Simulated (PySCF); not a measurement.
Mapped SMILES: `[CH3:1][CH2:2][C:3](=[O:4])[Cl:5]` (H(Xn): hydrogen on atom n).

Geometry: PBE0-D3(BJ)/def2-SVP; GIAO shifts from PySCF 2.14.0 with density-fitted response routines, gas phase, non-relativistic, averaged over equivalent atoms.

At PBE0/6-31G (59 basis functions, 3.5 s wall time on 1 thread of an Arm Neoverse V2, shared host):
| atoms | δ (ppm) |
| --- | --- |
| C3 | 175.7 |
| C2 | 41.9 |
| C1 | 10.7 |
| O4 | 563.7 |
| Cl5 | 423.4 |
| H(C2) | 2.83 |
| H(C1) | 1.15 |

Chemical shifts δ = σref − σ; TMS for $^{13}$C (σ = 199.54 ppm) and $^{1}$H (σ = 32.61 ppm); H2O for $^{17}$O (σ = 318.49 ppm); $^{35}$Cl (σ = 931.27 ppm) against HCl, all at this level.

Estimate the result of repeating the calculation with PBE0/6-311+G(2d,p).

Results:


```csv
atoms,"δ at PBE0/6-311+G(2d,p)",change
C3,182.9,+7.2
C2,43.2,+1.3
C1,9.8,-0.9
O4,557.0,-6.7
Cl5,455.5,+32.1
H(C2),2.96,+0.13
H(C1),1.04,-0.11
```

Shifts are taken against calculated references (same method and geometry level): $^{13}$C (σref 186.44) and $^{1}$H (σref 31.51) against TMS; $^{17}$O (σref 326.57) against H2O; $^{35}$Cl (σref 948.03) vs HCl.

The largest change is at Cl5 (chlorine bonded to C). Cost: 173 basis functions, 10 s wall time on 1 thread of an Arm Neoverse V2, shared host. The order of the carbon signals is the same at both levels.

Carbons that carry Cl, above all several Cl atoms, come out too deshielded, partly because spin–orbit coupling is missing. Unscaled 17O shifts of doubly bonded oxygen tend to come out too high, by tens of ppm or more. Experimental scales use liquid or dissolved standards, which lie at an offset from isolated H2O (liquid H2O: subtract about 36 ppm).
